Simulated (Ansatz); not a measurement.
# Nudged elastic band run: BClH2O

input.yaml

```yaml
crystal:
  periodic: [false, false, false]
  atoms:
    - { symbol: B, position_ang: [0.373836, -0.012963, 0.064539] }
    - { symbol: O, position_ang: [0.556731, -0.122201, 1.404621] }
    - { symbol: H, position_ang: [-0.279876, -0.210923, 1.896081] }
    - { symbol: H, position_ang: [1.323449, 0.102115, -0.653118] }
    - { symbol: Cl, position_ang: [-1.256941, -0.037428, -0.650521] }
basis:
  gaussian: { orbitals: def2-TZVP }
hamiltonian:
  xc: revpbe
  dispersion: d4
neb:
  order_check: false
  images: 7
  f_tol: 0.5
  max_iterations: 60
  final_atoms:
    - { symbol: B, position_ang: [-0.08579518, -0.39633471, -1.00736201] }
    - { symbol: O, position_ang: [0.747679, 0.36621475, 1.47714451] }
    - { symbol: H, position_ang: [0.49268967, -0.43862981, 1.96207076] }
    - { symbol: H, position_ang: [1.28717094, 0.0227942, 0.73554583] }
    - { symbol: Cl, position_ang: [-1.72454543, 0.16455556, -1.10579708] }
  initial_path:
    images:
      - { positions_ang: [[0.373836, -0.012963, 0.064539], [0.556731, -0.122201, 1.404621], [-0.279876, -0.210923, 1.896081], [1.323449, 0.102115, -0.653118], [-1.256941, -0.037428, -0.650521]] }
      - { positions_ang: [[0.28043613, -0.01099539, 0.04821803], [0.64844539, -0.08905581, 1.38298528], [-0.20653414, -0.22446075, 1.83667621], [1.34011888, 0.07477255, -0.48557468], [-1.34526726, -0.0316606, -0.72070284]] }
      - { positions_ang: [[0.18703626, -0.00902779, 0.03189706], [0.74015977, -0.05591062, 1.36134955], [-0.13319229, -0.23799851, 1.77727141], [1.35678877, 0.04743011, -0.31803135], [-1.43359352, -0.02589319, -0.79088467]] }
      - { positions_ang: [[0.0936364, -0.00706018, 0.01557609], [0.83187416, -0.02276543, 1.33971383], [-0.05985043, -0.25153626, 1.71786662], [1.37345865, 0.02008766, -0.15048803], [-1.52191977, -0.02012579, -0.86106651]] }
      - { positions_ang: [[0.00023653, -0.00509257, -0.00074488], [0.92358854, 0.01037976, 1.31807811], [0.01349143, -0.26507402, 1.65846183], [1.39012853, -0.00725479, 0.01705529], [-1.61024603, -0.01435838, -0.93124835]] }
      - { positions_ang: [[-0.0212714, -0.10290311, -0.25239916], [0.87961116, 0.09933851, 1.35784471], [0.13329099, -0.30846297, 1.73436406], [1.36438913, 0.00025746, 0.19667793], [-1.63882088, 0.0303701, -0.97488553]] }
      - { positions_ang: [[-0.04277932, -0.20071364, -0.50405345], [0.83563377, 0.18829726, 1.39761131], [0.25309055, -0.35185191, 1.81026629], [1.33864974, 0.00776971, 0.37630056], [-1.66739573, 0.07509859, -1.01852271]] }
      - { positions_ang: [[-0.06428725, -0.29852417, -0.75570773], [0.79165638, 0.277256, 1.43737791], [0.37289011, -0.39524086, 1.88616852], [1.31291034, 0.01528195, 0.5559232], [-1.69597058, 0.11982708, -1.0621599]] }
      - { positions_ang: [[-0.08579518, -0.39633471, -1.00736201], [0.747679, 0.36621475, 1.47714451], [0.49268967, -0.43862981, 1.96207076], [1.28717094, 0.0227942, 0.73554583], [-1.72454543, 0.16455556, -1.10579708]] }
```

Command:

```bash
$ ansatz run input.yaml --threads 2 --pin off --max-ram 3072MiB --backend cpu --events-out ev --progress --plain --runs-dir out
```

Output, in part (warnings, iteration lines, the closing report on the highest movable image, with atoms numbered from 0):

```
NEB end point (image 0): max|allowed force component| = 1.700e-2 eV/Å (the criterion of neb.relax_end_points is 1.000e-1)
NEB end point (image 8): max|allowed force component| = 2.148e-2 eV/Å (the criterion of neb.relax_end_points is 1.000e-1)
NEB iter   1: max|band force component| = 6.390e0 eV/Å  barrier→ = 5.8889 eV  barrier← = 1.7699 eV  Δτ_max = 0.2000 Å  (257 SCF iters)
NEB iter   2: max|band force component| = 4.404e0 eV/Å  barrier→ = 4.6894 eV  barrier← = 0.5704 eV  Δτ_max = 0.2000 Å  (247 SCF iters)
NEB iter   3: max|band force component| = 2.134e0 eV/Å  barrier→ = 4.4725 eV  barrier← = 0.3535 eV  Δτ_max = 0.1961 Å  (242 SCF iters)
NEB iter   4: max|band force component| = 1.043e0 eV/Å  barrier→ = 4.5305 eV  barrier← = 0.4116 eV  Δτ_max = 0.1075 Å  (240 SCF iters)
NEB iter   5: max|band force component| = 8.914e-1 eV/Å  barrier→ = 4.5429 eV  barrier← = 0.4239 eV  Δτ_max = 0.1408 Å  (216 SCF iters)
NEB iter   6: max|band force component| = 6.846e-1 eV/Å  barrier→ = 4.4925 eV  barrier← = 0.3735 eV  Δτ_max = 0.1927 Å  (217 SCF iters)
NEB iter   7: max|band force component| = 7.958e-1 eV/Å  barrier→ = 4.3712 eV  barrier← = 0.2523 eV  Δτ_max = 0.0971 Å  (224 SCF iters)
NEB iter   8: max|band force component| = 9.065e-1 eV/Å  barrier→ = 4.3579 eV  barrier← = 0.2390 eV  Δτ_max = 0.0498 Å  (211 SCF iters)
NEB iter   9: max|band force component| = 5.977e-1 eV/Å  barrier→ = 4.3258 eV  barrier← = 0.2068 eV  Δτ_max = 0.0501 Å  (211 SCF iters)
NEB iter  10: max|band force component| = 4.842e-1 eV/Å  barrier→ = 4.3073 eV  barrier← = 0.1883 eV  CI = image 6  Δτ_max = 0.0000 Å  (474 SCF iters)
Total energy: -15275.24954727 eV, -561.3550669262 hartree
Atom 0 at     0.144712    -0.039837    -0.737522 Å, force    -0.072222    -0.050492    -0.547594 eV/Å
Atom 1 at     0.677937     0.312455     1.180316 Å, force     0.124598    -0.127880     0.057021 eV/Å
Atom 2 at     0.167669    -0.364726     1.671617 Å, force     0.087196     0.006313     0.042690 eV/Å
Atom 3 at     1.333694    -0.189843     0.611457 Å, force     0.093342     0.122961     0.445833 eV/Å
Atom 4 at    -1.606813     0.000552    -0.664266 Å, force    -0.232915     0.049099     0.002050 eV/Å
Dipole moment:    -0.122897    -0.229537     0.434858 e Å
```

The run converged. The threshold of 0.5 eV/Å is loose, so the images may lie well off the minimum-energy path. The profile has 2 maxima (images 2, 6) with wells between them (image 3): this band takes more than one step, which may be the mechanism or a detour left from its start path. Neighbouring images differ by up to 2.3 eV, so the band resolves the path poorly. The order of the point at the top wasn't checked. The orbitals stay closed-shell, which can raise the energy where a bond breaks towards radicals; this wasn't checked here.

Final band (atoms are numbered from 1 in the order of the input):

| image | path coordinate (Å) | energy (kJ/mol) | B1–O2 (Å) | B1–H4 (Å) | O2–H4 (Å) |
| --- | --- | --- | --- | --- | --- |
| 0 | 0.00 | 0.0 | 1.36 | 1.20 | 2.21 |
| 1 | 0.46 | 28.3 | 1.36 | 1.20 | 2.18 |
| 2 | 0.93 | 52.6 | 1.36 | 1.21 | 2.24 |
| 3 | 1.43 | 51.1 | 1.36 | 1.19 | 2.03 |
| 4 | 1.93 | 188.1 | 1.42 | 1.20 | 1.76 |
| 5 | 2.43 | 412.7 | 1.64 | 1.37 | 1.33 |
| 6 | 2.93 | 415.6 | 2.02 | 1.80 | 1.00 |
| 7 | 3.43 | 399.0 | 2.47 | 2.27 | 0.98 |
| 8 | 3.93 | 397.4 | 2.73 | 2.26 | 0.98 |

The run took 79 s on 2 threads of Intel(R) Xeon(R) Platinum 8259CL CPU @ 2.50GHz (Skylake/Cascade Lake), with other jobs on the host, peak memory 0.17 GiB.
